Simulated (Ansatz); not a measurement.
Barrier CH3ClF, charge -1 via CH3ClF, on the benchmark's geometries as Psi4's copy gives them; open shells unrestricted, no zero-point energy, no spin–orbit coupling.
Transition structure (charge -1, multiplicity 1):
| atom | x (Å) | y (Å) | z (Å) |
|---|---|---|---|
| F | 0.0000 | 0.0000 | -2.5379 |
| C | 0.0000 | 0.0000 | -0.4884 |
| H | 0.0000 | 1.0621 | -0.6150 |
| H | -0.9198 | -0.5310 | -0.6150 |
| H | 0.9198 | -0.5310 | -0.6150 |
| Cl | 0.0000 | 0.0000 | 1.6245 |

Run with Ansatz (Gaussian basis) for Hartree–Fock, density functionals and correlated methods. Each number belongs to the level named beside it.

The barrier height (kcal/mol) and the share of exact exchange:

```tsv
functional	exact exchange (%)	value
PBE/def2-TZVPPD	0	-0.26
PBE0/def2-TZVPPD	25	1.94
BLYP/def2-TZVPPD	0	-1.22
B3LYP/def2-TZVPPD	20	0.64
BHLYP/def2-TZVPPD	50	2.68
r2SCAN/def2-TZVPPD	0	-0.49
```

Take the value as linear in the share of exact exchange along PBE and PBE0. Give the slope, say whether the sign turns, and set the other functionals against that line.


Slope: (1.94 − (-0.26))/2.5 = 0.88 kcal/mol for each 10 %. The line crosses zero at 3 %, where the sign would turn. At 50 % it gives 4.1 kcal/mol. The LYP pair gives (2.68 − (-1.22))/5 = 0.78 for each 10 %. BHLYP, at 50 %, lies -1.5 from the PBE line. B3LYP, at 20 %, lies -0.9 from the PBE line. r2SCAN, with none, stands -0.2 from PBE.

Ansatz is a first-principles code.
